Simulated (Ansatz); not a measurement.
Total energies of BH2(CN) (CH₂BN) from Ansatz at PBE0-D4/def2-TZVP, gas phase (1 Eh = 27.2114 eV = 2625.5 kJ/mol). The reference geometry is relaxed at PBE0-D4/def2-TZVP.

```tsv
atom	x (Å)	y (Å)	z (Å)
B1	0.590	0.145	0.048
H2	1.222	-0.308	0.946
H3	1.070	0.872	-0.762
C4	-0.883	-0.217	-0.071
N5	-2.000	-0.493	-0.161
```

```tsv
state	geometry	energy (Eh)
charge 0 singlet	reference	-118.75958
charge 1 doublet	reference	-118.30729
charge 1 doublet	relaxed at PBE0-D4/def2-TZVP	-118.31351
free B atom (doublet)	–	-24.61828
free H atom (doublet)	–	-0.50104
free C atom (triplet)	–	-37.80537
free N atom (quartet)	–	-54.54382
```

(1) Work out the vertical ionisation energy to the doublet.

(2) How much does the charge 1 doublet relax, and what is the adiabatic ionisation energy?

(3) What is the binding energy per atom against free atoms?

(1) E(charge 1 doublet) − E(charge 0 singlet) = -118.30729 − (-118.75958) = 0.45229 Eh = 12.31 eV. For comparison, −ε of the highest occupied level is 9.75 eV at this level, 2.56 eV less.

(2) Relaxation: -118.30729 − (-118.31351) = 0.00622 Eh = 0.17 eV. Adiabatic ionisation energy: 0.44607 Eh = 12.14 eV, without zero-point energy. 

(3) Atoms: 1 × (-24.61828) + 2 × (-0.50104) + 1 × (-37.80537) + 1 × (-54.54382) = -117.96955 Eh. Binding: -117.96955 − (-118.75958) = 0.79003 Eh = 21.50 eV, or 4.30 eV for each of 5 atoms (no zero-point energy, no counterpoise term).
